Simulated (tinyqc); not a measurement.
Worked calculation: UHF in the sto-3g basis, for H2O, spin multiplicity 3. This run ends on a higher stationary point, not on the lowest solution. Computed by tinyqc, a small Python program that keeps every step (integrals from PySCF). Settings: charge = 0, multiplicity = 3, basis = sto-3g, energy threshold = 1e-08, iteration cap = 55, orthogonalisation = symmetric, start = highest core orbitals, DIIS depth = 0, method = UHF. Command: `OMP_NUM_THREADS=1 python tinyqc.py 24378 24379 out.jsonl` (the two numbers bound the seeds that draw the settings). One thread of a shared host (Intel(R) Xeon(R) Processor @ 2.60GHz), about 0.09 s of CPU time with the checks.

Geometry (angstrom):
```
atom         x          y         z
O     0.000000   0.000000  0.000000
H     0.000000   0.767000  0.624000
H     0.000000  -0.767000  0.624000
```

Stop when the energy changes by less than 1e-08 hartree and every element of the error matrix X^T (F D S - S D F) X (for each spin) is below 3e-05.

Course of the cycle:
```
iteration   E (hartree)     change  largest element of the error matrix
1          -28.66721409          -                             2.64e-01
2          -73.90286681  -4.52e+01                             2.92e-01
3          -74.33588350  -4.33e-01                             9.23e-02
4          -74.35800414  -2.21e-02                             2.44e-02
5          -74.35932457  -1.32e-03                             7.86e-03
6          -74.35948205  -1.57e-04                             3.14e-03
7          -74.35951577  -3.37e-05                             1.46e-03
8          -74.35952489  -9.12e-06                             7.37e-04
9          -74.35952755  -2.66e-06                             3.87e-04
10         -74.35952834  -7.90e-07                             2.08e-04
11         -74.35952857  -2.37e-07                             1.14e-04
12         -74.35952864  -7.12e-08                             6.30e-05
13         -74.35952867  -2.14e-08                             3.46e-05
14         -74.35952867  -6.44e-09                             1.90e-05
```

Can the last value be used, and what does the course show?

No, though the log alone does not show it. Converged in 14 iterations. But the solution lies 0.25131 hartree above the reference: it is another stationary point, not the lowest one. Reruns (cap 100 unless said): DIIS 8: converged in 9 to a higher stationary point; damping 0.5: converged in 34 to a higher stationary point; level shift 0.5: converged in 21 to a higher stationary point; atomic densities as start, DIIS 8: converged in 8. PySCF UHF in the same basis, after a stability check = -74.61083842 hartree.
